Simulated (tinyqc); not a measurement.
Worked calculation: Hueckel theory of the pi electrons, for the molecule C=C1C=C1 (SMILES; centres numbered as the heavy atoms are written). One step of it, computed by the program tinyqc.

Task: Energy, charges, bond orders. E = sum n x; q_r = z_r - P_rr; bond order p = P_rs; free valence = sqrt(3) - sum of p over the bonds of the atom.

x values: 2.170086  0.311108  -1.000000  -1.481194

occupations: 2.000000  2.000000  0.000000  0.000000

charge and bond-order matrix P, lower triangle:
```
,1C,2C,3C,4C
1C,1.488056
2C,0.758288,0.876828
3C,-0.305614,0.452674,0.817558
4C,-0.305614,0.452674,0.817558,0.817558
```

Centres:
```
centre,"z_r, pi electrons of the neutral centre",h
1C,1,0.000000
2C,1,0.000000
3C,1,0.000000
4C,1,0.000000
```

Bonds:
```
i,j,k
1,2,1
2,3,1
3,4,1
4,2,1
```

Give: pi energy = 4 alpha + this times beta; pi charges; Bond orders and lengths from R = 1.517 - 0.180 p; free valence of the carbons; gap between the highest filled and the next level.

Result:

pi energy = 4 alpha + this times beta = 4.9624

pi charges: 1C -0.4881, 2C 0.1232, 3C 0.1824, 4C 0.1824

Bond orders and lengths from R = 1.517 - 0.180 p (angstrom, C-C alone):
```
bond,p,R
1-2,0.7583,1.3805
2-3,0.4527,1.4355
3-4,0.8176,1.3698
4-2,0.4527,1.4355
```

free valence of the carbons: 1C 0.9738, 2C 0.0684, 3C 0.4618, 4C 0.4618

gap between the highest filled and the next level = 1.3111 |beta|
